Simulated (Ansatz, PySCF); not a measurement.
System: C₂H₅, charge 0, doublet. C2H5 (SMILES C[CH2], doublet).
B3LYP-D3(BJ)/def2-TZVP minimum from Ansatz (a program for electronic structure):
```
C
H 1 1.0926
H 1 1.0926 2 108.27
H 1 1.1011 2 106.35 3 113.94
C 1 1.4831 2 111.85 4 122.36
H 5 1.0812 1 120.96 2 154.81
H 5 1.0812 6 117.62 1 -172.29
```
Charge 0, spin multiplicity 2.

Total energies in hartree (Ansatz). Radicals and triplets start from unrestricted determinants; spin-orbit coupling is neglected. Correlated methods leave the cores frozen. No relativity. Where a partner has so few electrons that a lower coupled-cluster level is exact, that level stands in.

```csv
species,HF/cc-pVTZ,CCSD(T)/cc-pVTZ,HF/cc-pVQZ,CCSD(T)/cc-pVQZ,CCSDT(Q)/cc-pVTZ
"1: C2H5 (SMILES [CH2]C, doublet)",-78.62785,-79.00245,-78.63306,-79.02569,-79.00353
2: C (triplet),-37.69157,-37.78076,-37.69331,-37.78654,-37.78126
3: H (doublet),-0.49981,-0.49981,-0.49995,-0.49995,-0.49981
```

### Question
Work out the enthalpy of formation at 298 K (by atomisation, with ideal-gas terms from PySCF's Hessian at B3LYP-D3(BJ)/def2-TZVP and the atoms' measured values of the G2/97 table; no spin-orbit terms) in kcal/mol: take Hartree-Fock from cc-pVQZ, extrapolate the CCSD(T) correlation energy as X^-3 (X = 3, 4), and add CCSDT(Q) - CCSD(T) in cc-pVTZ. The further terms named in the bracket sum to +1.00834 hartree. 1 hartree = 627.51 kcal/mol.

### Answer

Species 1: correlation (64·(-0.39263) - 27·(-0.37460))/37 = -0.40579; step -0.00108; E1 = -78.63306 + (-0.40579) + (-0.00108) = -79.03993
Species 2: correlation (64·(-0.09323) - 27·(-0.08919))/37 = -0.09618; step -0.00050; E2 = -37.69331 + (-0.09618) + (-0.00050) = -37.78999
Species 3: correlation (64·(0.00000) - 27·(0.00000))/37 = 0.00000; step +0.00000; E3 = -0.49995 + (0.00000) + (+0.00000) = -0.49995
+1·E1 -2·E2 -5·E3 +1.00834 = 0.04814 hartree = 30.2 kcal/mol. Measured: 28.9 kcal/mol, 120.9 kJ/mol (G2/97 table in ASE (Curtiss et al.)); atomic spin-orbit terms, which the calculations lack, would raise the computed values. The composite differs from it by +1.3 kcal/mol; core, relativistic and spin-orbit terms are not in it.
